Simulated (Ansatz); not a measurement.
Working through the interaction energy of a dimer with the counterpoise correction of ClF

Computed with Ansatz 0.2.0 through its Python package.

Typed at the interpreter:
```pycon
>>> import ansatz as az
>>> BASIS_SET = 'def2-SVP'
>>> FUNCTIONAL = 'r2scan'
>>> FIRST = [
...     ('Cl', (0.0, 0.0, -0.7925)),
...     ('F', (0.0, 0.0, 0.7925)),
... ]
>>> SECOND = [
...     ('Cl', (-1.8922, -1.6582, 2.2598)),
...     ('F', (-0.4617, -1.5145, 2.927)),
... ]
>>> def energy(atoms, ghosts=()):
...     molecule = az.Crystal.molecule()
...     for symbol, xyz in atoms:
...         molecule = molecule.atom(symbol, xyz)
...     calc = (
...         molecule.calculation()
...         .basis(gaussian=BASIS_SET)
...         .functional(FUNCTIONAL)
...     )
...     deck = calc.input()
...     if ghosts:
...         deck = deck.set(az.key.basis.gaussian.ghost_atoms, [{'symbol': s, 'position_ang': list(xyz)} for s, xyz in ghosts])
...     return az.Session.from_dict(deck).plan().execute().report['free_energy_ev']
...
>>> # monomers in their own basis and in the basis of the dimer
>>> both = energy(FIRST + SECOND)
>>> alone = energy(FIRST) + energy(SECOND)
>>> ghosted = energy(FIRST, SECOND) + energy(SECOND, FIRST)
>>> print(f'dimer {both:.6f} eV')
dimer -30457.529294 eV
>>> print(f'interaction, uncorrected   {(both - alone):8.3f} eV')
interaction, uncorrected     -0.030 eV
>>> print(f'interaction, counterpoise  {(both - ghosted):8.3f} eV')
interaction, counterpoise     0.026 eV
>>> print(f'basis-set superposition    {(alone - ghosted):8.3f} eV')
basis-set superposition       0.055 eV
```

Uncorrected it is -0.030 eV, with the counterpoise correction 0.026 eV; the difference, 0.06 eV, is the superposition error. The sign changes with the correction, so this basis doesn't settle it.

What to keep in mind:
- Total energies depend on the basis set; only differences at equal settings carry meaning.
- The dimer is a generated trial pose of unrelaxed monomers, not a minimum, so the figure is no binding energy, and the basis set is small.
- This level lacks the dispersion part of the attraction (electrostatics and induction are there), which can decide the sign where the interaction is weak.
- The spin state was assumed, and another may lie lower.
- It ran for 4.8 s on 1 thread of Intel(R) Xeon(R) Processor @ 2.30GHz, on a shared host, peak memory 0.2 GiB.
